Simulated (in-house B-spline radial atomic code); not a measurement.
# RPA and G0W0 on LDA VWN5: Kr

Configuration [Ar] 3d10 4s2 4p6, mean-field start LDA VWN5. Computed with an all-electron radial atomic-structure program (B-spline basis): all electrons, non-relativistic, point nucleus, each spin shell either full or empty, empty states to l = 9 with an (l + 1/2)⁻⁴ tail; G0W0 by contour deformation at full frequency.

Command:
```bash
python run_gw.py task.json out
```
Settings (radii: box in bohr, nucleus in fm):
```
Z                        36
electrons                36
configuration            [Ar] 3d10 4s2 4p6
hamiltonian              nr
method                   lda,vwn
lmax                     9
spin_polarised           False
box_radius               40
intervals                56
```

Time taken, with all properties: 2.9 s on 1 thread of Arm Neoverse N1, with other jobs on the host.

Energies (hartree):

| term | value |
| --- | --- |
| mean-field total | -2750.14794 |
| Hartree-Fock functional on these orbitals | -2752.01317 |
| direct second order | -3.0483 |
| second-order exchange | 0.8717 |
| SOSEX correction | 0.79667 |

Problem. What is the RPA correlation energy, and what remains with SOSEX?

Solution. RPA gives -2.6195 hartree (-1.98 eV per electron); RPA + SOSEX gives -1.8228, and the second-order doubles -2.1767 hartree (no singles). RPA lacks exchange-type terms and so overcorrelates at short range.

Quasi-particle levels (eV):

| level | occupied | mean field | Σx - vxc | Σc | QP weight | G0W0 |
| --- | --- | --- | --- | --- | --- | --- |
| 4p | yes | -9.424 | -4.74 | ? | ? | ? |

G0W0 = mean field + (Σx - vxc) + Σc, with Σc (partial-wave tail included) taken at the quasi-particle energy. Only the outer levels were computed. Levels of low weight are left out.

Problem. Where does G0W0 put 4p?

Solution. At -13.976 eV, with Σc = 0.19 eV and a quasi-particle weight of 0.850. The tabulated removal energy is 14.000 eV (NIST, measured); the calculation leaves out relativity, Breit and QED terms, and what these don't explain is the method's own error.
